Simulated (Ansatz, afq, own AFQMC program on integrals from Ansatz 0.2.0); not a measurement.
AFQMC on a folder of integrals that Ansatz 0.2.0 wrote.

```yaml
crystal:
  periodic: [false, false, false]
  atoms:
    - {symbol: Si, position_ang: [0.000000, -0.047405, 0.502643]}
    - {symbol: B, position_ang: [0.000000, -0.059663, -1.242314]}
    - {symbol: H, position_ang: [0.000000, 1.170727, 1.398197]}
    - {symbol: H, position_ang: [0.000000, 0.790116, -2.079116]}
basis:
  gaussian: {orbitals: cc-pVDZ}
magnetization: {spin_polarized: true, initial_magnetization: 3}
correlation: {method: ccsd_t, electrons: outside_noble_gas, hamiltonian_folder: ham}
```

```sh
$ ansatz run in.yaml --threads 1 --pin off --events-out ev --progress --plain --max-ram 1382MiB
```

afq runs on the folder ham with

```
--method phaseless --trial hf --walkers 120 --populations 1 --least-time 40 --time-step 0.005 --steps-per-block 20 --equilibration-blocks 112 --max-blocks 600 --target-error 0.00108 --factor-cut 1e-05 --start spin_pure --seed 226 --taylor-order 6
```

Times are imaginary, in 1/Eh. The walk had a cap of 1002 s.

Log:

```
orbitals 36  electrons 6 3  factors 276 of 403
reference energy -314.62526782 Eh
CCSD correlation -0.15867579 Eh in 12 cycles, weight of the determinant in the CISD state 0.8987
energy of the start -314.625443 Eh
 block  time / (1/Eh)  mean weight  energy / Eh
     1     0.100  1.0010  -314.651796
     2     0.200  1.0001  -314.671198
     3     0.300  0.9992  -314.688557
     4     0.400  1.0015  -314.707525
     5     0.500  1.0011  -314.723637
     7     0.700  1.0007  -314.734918
     9     0.900  1.0014  -314.751734
    18     1.800  0.9998  -314.772393
    52     5.200  0.9993  -314.781807
    86     8.600  0.9986  -314.780312
   103    10.300  1.0010  -314.812641
   120    12.000  1.0008  -314.791774
   154    15.400  1.0001  -314.799711
   188    18.800  1.0006  -314.791823
   222    22.200  1.0001  -314.778869
   256    25.600  1.0015  -314.774145
   290    29.000  1.0002  -314.791368
   324    32.400  1.0007  -314.774505
   341    34.100  1.0010  -314.753854
   358    35.800  0.9998  -314.786624
   392    39.200  0.9998  -314.781162
   426    42.600  0.9996  -314.778177
   460    46.000  1.0006  -314.775628
   494    49.400  0.9996  -314.791887
   528    52.800  1.0006  -314.791777
   562    56.200  0.9995  -314.775045
   596    59.600  1.0005  -314.770935
   630    63.000  0.9998  -314.794231
   664    66.400  1.0008  -314.798529
   698    69.800  0.9998  -314.786156
blocks merged  error / Eh  count
     1  0.000424  600
     2  0.000571  300
     4  0.000745  150
     8  0.000995  75
    16  0.001198  37
    32  0.001390  18
    64  0.001530  9
energy -314.785795 +/- 0.001390 Eh
(rows thinned)
```

The run passed its tests (sampling time, drift between the halves within three errors, error under three times the target), which doesn't prove that it has relaxed.

Against this walk (error 37.8 meV) on the same determinant: CCSD(T) 72.6 meV lower (within the noise), CCSDT(Q) 110.9 meV lower, a separate phaseless walk with a CISD trial and standard settings 96.1 ± 38.4 meV lower. The error is statistical and leaves out the bias of the constraint.

Cautions: constraint bias not in the error; error above the target (37.8 against 29.4 meV); lower spins were not checked.

The walk took 4 min on 1 thread of Arm Neoverse V1 (shared host). The log's last line is the phaseless energy.

CCSDT and higher add their correlation energy to the determinant of the CCSD(T) run, since their own runs factorise the integrals more tightly (a shift of under 2 meV). A walk keeps the symmetry of its determinant, which the program's search chose and which needn't be the lowest solution, so a lower state of the same spin and another symmetry isn't excluded.
